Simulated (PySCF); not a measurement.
**BNH4 (BH2(NH2)): CISD/STO-3G**

Aim: the vertical ionisation energy of BNH4 (BH2(NH2)) at CISD/STO-3G, from 2 runs. Input form: a Python script.

Program for the calculation: PySCF 2.14.0.

6 further runs of the same task are left out: 6 set aside as unsound or not needed.

### 1 The molecule

BNH4: 6 atoms, total charge 0, spin state singlet. SMILES: `[H]B([H])N`. The shape is that of a GFN2-xTB optimisation.

Bond lengths: B1–N4 1.378 Å, B1–H2 1.171 Å, B1–H3 1.171 Å, N4–H5 1.007 Å, N4–H6 1.007 Å. Angles: B1–N4–H5 123.8°, B1–N4–H6 123.7°, H2–B1–N4 118.8°, H3–B1–N4 119.0°, H5–N4–H6 112.5°, H2–B1–H3 122.1°.

### 2 The energy at CISD/STO-3G

File run.py:

```python
# BH2(NH2)
from pyscf import gto, ci

mol = gto.M(
    atom=[
    ('B', (0.341950, 0.595150, 0.003650)),
    ('H', (1.330110, 0.674300, 0.627440)),
    ('H', (-0.078600, 1.496820, -0.614110)),
    ('N', (-0.345390, -0.598720, -0.003870)),
    ('H', (-1.199300, -0.750580, -0.515060)),
    ('H', (-0.048780, -1.416960, 0.501960)),
],
    spin=0,
    max_memory=1860,
    charge=0,
    basis='sto-3g',
    verbose=3,
)

mf = mol.RHF()
mf.conv_tol = 1e-10
mf.kernel()
if not mf.converged:
    mf = mf.newton().run(mf.mo_coeff, mf.mo_occ)

cisd = ci.CISD(mf, frozen=2)
cisd.kernel()
e_tot = cisd.e_tot
print('E(%s) = %.9f' % ('CISD', e_tot))
```

Launch:

```bash
$ OMP_NUM_THREADS=1 python run.py
```

The program printed:

```text
converged SCF energy = -80.4653693325465
E(RCISD) = -80.57742538007473  E_corr = -0.1120560475282635
E(CISD) = -80.577425380
```

Run time: 0.58 s. Hardware: 1 thread of Arm Neoverse V2, shared host; peak memory 0.12 GiB.

### 3 The doublet cation at the same level

File mol.xyz:

```xyz
6
BH4N
B      0.341950     0.595150     0.003650
H      1.330110     0.674300     0.627440
H     -0.078600     1.496820    -0.614110
N     -0.345390    -0.598720    -0.003870
H     -1.199300    -0.750580    -0.515060
H     -0.048780    -1.416960     0.501960
```

File run.py:

```python
from pyscf import gto, ci

system = gto.M(
    atom='mol.xyz',
    verbose=4,
    spin=1,
    basis='sto-3g',
    charge=1,
    max_memory=1860,
)

mf = system.UHF()
mf.conv_tol = 1e-10
mf.kernel()
if not mf.converged:
    mf = mf.newton().run(mf.mo_coeff, mf.mo_occ)

cisd = ci.CISD(mf, frozen=2)
cisd.kernel()
e_final = cisd.e_tot
print('E(%s) = %.9f' % ('CISD', e_final))
```

Launch:

```bash
$ OMP_NUM_THREADS=1 python run.py
```

The program printed:

```text
PySCF version 2.14.0

[... 90 lines left out ...]
converged SCF energy = -80.1627876135009  <S^2> = 0.75794323  2S+1 = 2.0079275
[... 1 line left out ...]
******** <class 'pyscf.ci.ucisd.UCISD'> ********
CISD nocc = (np.int64(6), np.int64(5)), nmo = (12, 12)
frozen orbitals 2
max_cycle = 50
direct = 0
conv_tol = 1e-09
max_cycle = 50
max_space = 12
lindep = 0
nroots = 1
Init t2, MP2 energy = -0.0665538320425878
UCISD converged
E(UCISD) = -80.25174054739244  E_corr = -0.08895293389156685
E(CISD) = -80.251740547
```

It took 0.62 s on 1 thread of Arm Neoverse V2, shared host; peak memory 0.12 GiB.

### 4 Summary of results

Level: CISD/STO-3G, 2 core orbitals frozen.

```
                                                                  quantity         value
                                                singlet BNH4: total energy  -80.57743 Eh
                        singlet BNH4: dipole moment (Hartree–Fock density)        1.75 D
                         singlet BNH4: HOMO energy (Hartree–Fock orbitals)     -10.33 eV
                         singlet BNH4: LUMO energy (Hartree–Fock orbitals)       9.20 eV
                       singlet BNH4: HOMO–LUMO gap (Hartree–Fock orbitals)      19.54 eV
                 singlet BNH4: correlation energy (2 core orbitals frozen)    -112.1 mEh
                                              doublet cation: total energy  -80.25174 Eh
doublet cation: HOMO energy (Hartree–Fock orbitals) (highest over α and β)     -19.70 eV
 doublet cation: LUMO energy (Hartree–Fock orbitals) (lowest over α and β)      -6.62 eV
               doublet cation: correlation energy (2 core orbitals frozen)     -89.0 mEh
                         doublet cation: ⟨S²⟩ of the reference determinant         0.758
                        vertical ionisation energy (to the doublet cation)      8.862 eV
```

In words: Removing an electron at fixed nuclei costs 8.86 eV (204 kcal/mol). In a minimal basis such a difference can be off by several eV, whatever the method. Mulliken charges (singlet BNH4) of the mean-field density run from -0.49 on N4 to +0.27 on B1.
